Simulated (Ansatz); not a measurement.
Geometry optimisation, UKS PBE/cc-pVDZ in Ansatz 0.2.0.

input.yaml

```yaml
crystal:
  periodic: [false, false, false]
  atoms:
    - { symbol: O, position_ang: [-0.4055, -1.67382, 0.91567] }
    - { symbol: C, position_ang: [-0.24267, -0.93941, -0.05732] }
    - { symbol: Si, position_ang: [0.21951, 0.84406, 0.05921] }
    - { symbol: H, position_ang: [-0.3775, -1.35303, -1.07815] }
    - { symbol: H, position_ang: [0.38231, 1.60715, -1.16541] }
    - { symbol: H, position_ang: [0.42385, 1.51506, 1.32599] }
magnetization:
  spin_polarized: true
  initial_magnetization: 1
basis:
  gaussian: { orbitals: cc-pVDZ }
hamiltonian:
  xc: pbe
relax:
  f_tol: 0.02
  max_steps: 40
output:
  orbitals: {}
```

Launched with:

```bash
$ ansatz run input.yaml --threads 1 --pin off --max-ram 2048MiB --backend cpu --events-out ev --progress --plain --runs-dir out
```

Question: Where does it end, and by what steps?

Answer: The forces met the threshold. After 13 steps the energy has fallen by 0.141 eV; Si3 moved furthest, 0.35 Å.

```tsv
step	energy less start (eV)	largest force component (eV/Å)	accepted
0	0.0000	0.894	yes
1	-0.0715	0.574	yes
2	-0.0835	0.263	yes
3	-0.0837	0.258	yes
4	-0.0747	0.367	no
5	-0.0872	0.046	yes
6	-0.0907	0.103	yes
7	-0.1129	0.159	yes
8	-0.1214	0.172	yes
9	-0.1347	0.241	yes
10	-0.1403	0.092	yes
11	-0.1392	0.236	no
12	-0.1411	0.021	yes
13	-0.1411	0.003	yes
```

```xyz
6
Properties=species:S:1:pos:R:3
O -0.502 -1.597 0.948
C -0.214 -0.961 -0.059
Si 0.563 0.798 0.019
H -0.379 -1.393 -1.094
H 0.197 1.675 -1.160
H 0.336 1.478 1.347
```

Time of the run: 32 s on 1 thread of Arm Neoverse V2 (shared host), peak memory 0.14 GiB.
